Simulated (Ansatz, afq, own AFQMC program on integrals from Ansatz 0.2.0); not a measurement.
Integrals from Ansatz 0.2.0, then the random walk in our own AFQMC program (afq).

```yaml
crystal:
  periodic: [false, false, false]
  atoms:
    - {symbol: N, position_ang: [0.256001, 0.000000, 0.512445]}
    - {symbol: C, position_ang: [-0.316802, 0.000000, -0.479679]}
    - {symbol: H, position_ang: [0.217560, 0.000000, -1.405222]}
basis:
  gaussian: {orbitals: cc-pVDZ}
magnetization: {spin_polarized: true, initial_magnetization: 0}
correlation: {method: ccsd_t, electrons: outside_noble_gas, hamiltonian_folder: ham}
```

```sh
$ ansatz run in.yaml --threads 1 --pin off --events-out ev --progress --plain --max-ram 1382MiB
```

Options of the walk:

```
--method phaseless --trial cisd --walkers 100 --populations 1 --least-time 40 --time-step 0.005 --steps-per-block 50 --equilibration-blocks 28 --max-blocks 300 --target-error 0.00038 --factor-cut 1e-05 --start spin_pure --seed 1412 --release-times 0.24,0.51,0.99,1.62,2.4 --release-step 0.03 --release-every 4 --taylor-order 6
```

Times are imaginary, in 1/Eh. The walk had a cap of 512 s.

afq prints:

```
orbitals 31  electrons 5 5  factors 240 of 312
reference energy -92.84241918 Eh
CCSD correlation -0.29755323 Eh in 11 cycles, weight of the determinant in the CISD state 0.8783
energy of the start -93.139972 Eh
 block  time / (1/Eh)  mean weight  energy / Eh
     1     0.250  0.9985  -93.136921
     2     0.500  1.0010  -93.141329
     3     0.750  0.9991  -93.160456
     4     1.000  1.0006  -93.150464
     5     1.250  1.0024  -93.150167
     7     1.750  1.0017  -93.157036
     9     2.250  0.9993  -93.146316
    17     4.250  0.9996  -93.160660
    33     8.250  1.0037  -93.149449
    49    12.250  0.9986  -93.161516
    65    16.250  1.0011  -93.155233
    81    20.250  1.0013  -93.150594
    89    22.250  1.0003  -93.192454
    97    24.250  1.0003  -93.158967
   113    28.250  1.0006  -93.151615
   129    32.250  1.0008  -93.143509
   145    36.250  0.9997  -93.149278
   161    40.250  1.0001  -93.166395
   177    44.250  1.0003  -93.150540
   193    48.250  0.9969  -93.159970
   209    52.250  1.0003  -93.145059
   225    56.250  0.9992  -93.154921
   241    60.250  1.0020  -93.189695
   257    64.250  1.0016  -93.158664
   273    68.250  1.0017  -93.161425
   289    72.250  0.9992  -93.150675
   305    76.250  1.0007  -93.143012
   321    80.250  0.9996  -93.156398
blocks merged  error / Eh  count
     1  0.000473  300
     2  0.000597  150
     4  0.000659  75
     8  0.000681  37
    16  0.000638  18
    32  0.000579  9
released: time / (1/Eh)  energy / Eh  error  mean overlap
  0.24  -93.153352  0.000678  1.0031
  0.51  -93.154723  0.000684  0.9959
  0.99  -93.155488  0.000646  0.9893
  1.62  -93.154541  0.000724  1.0048
  2.40  -93.155895  0.000870  0.9957
energy -93.153285 +/- 0.000681 Eh
(rows thinned)
```

The run passed its tests (sampling time, drift between the halves within three errors, error under three times the target), which doesn't prove that it has relaxed.

Against this walk (error 18.5 meV) on the same determinant: CCSD(T) 14.2 meV higher (within the noise), CCSDT(Q) 34.9 meV lower (within the noise). The error is statistical and leaves out the bias of the constraint. None of these is a sure reference here. The released energies move by 1.5 errors or more from one time to the next (meV from the phaseless value at times in 1/Eh: -2 ± 18 at 0.24, -39 ± 19 at 0.51, -60 ± 18 at 0.99, -34 ± 20 at 1.62, -71 ± 24 at 2.40), so they give no level.

Cautions: constraint bias not in the error; error above the target (18.5 against 10.3 meV); an unrestricted solution with more broken spin lies lower (52 meV, ⟨S²⟩ 0.26), while this determinant keeps restricted orbitals.

The walk took 6.5 min on 1 thread of Intel(R) Xeon(R) Platinum 8488C (Sapphire Rapids), with other jobs on the host. The log's last line is the phaseless energy.

CCSDT and higher add their correlation energy to the determinant of the CCSD(T) run, since their own runs factorise the integrals more tightly (a shift of under 2 meV). A walk keeps the symmetry of its determinant, which the program's search chose and which needn't be the lowest solution, so a lower state of the same spin and another symmetry isn't excluded.
